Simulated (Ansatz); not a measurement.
**SiC (triplet): from Hartree-Fock to the top rungs, def2-TZVPP**

One table from this session's results is given with a row withheld; the runs are named, their logs left out.

Method: def2-TZVPP, core rule «outside noble gas», up to 6 orbitals frozen; program: Ansatz 0.2.0, Gaussian basis.

Plan: UHF; ROHF; CCSD(T) on UHF.

2 further runs of the same task are left out: 2 set aside as unsound or not needed.

**The geometry**

The geometry is a PBE0/def2-TZVP stationary point (not a proven minimum) of the parent state, kept for this charge and spin.

2 atoms, charge 0, spin multiplicity 3.

Atoms are counted from 1 here; the program's logs count them from 0.

Bond lengths: Si1–C2 1.636 Å.

Set-up of the first run:

in.yaml

```yaml
crystal:
  periodic: [false, false, false]
  atoms:
    - {symbol: Si, position_ang: [0.000000, 0.000000, 0.000000]}
    - {symbol: C, position_ang: [0.000000, 0.000000, 1.635786]}
basis:
  gaussian: {orbitals: def2-TZVPP}
magnetization: {spin_polarized: true, initial_magnetization: 2}
hamiltonian: {xc: hf}
output: {orbitals: {seedname: orbitals}}
```

On the command line:

```bash
$ ansatz run in.yaml --threads 1 --pin off --events-out ev --progress --plain --max-ram 4096MiB --backend cpu
```

Steps of the session up to this table: UHF; ROHF; CCSD(T) on UHF.

One table of the session follows, with a row left open; its other results are not shown here.

It belongs to the step «Misses and costs». 

```
  method  from UCCSD(T) (kJ/mol)
    ROHF                  +620.2
     UHF                       ?
    UMP2                  +142.1
   UCCSD                   +32.9
UCCSD(T)                       0
```

Q: Estimate the row for UHF from the others.

The run gave: from UCCSD(T) (kJ/mol): +580.0. In the column «from UCCSD(T) (kJ/mol)» it lies between UMP2 (+142.1) and ROHF (+620.2).
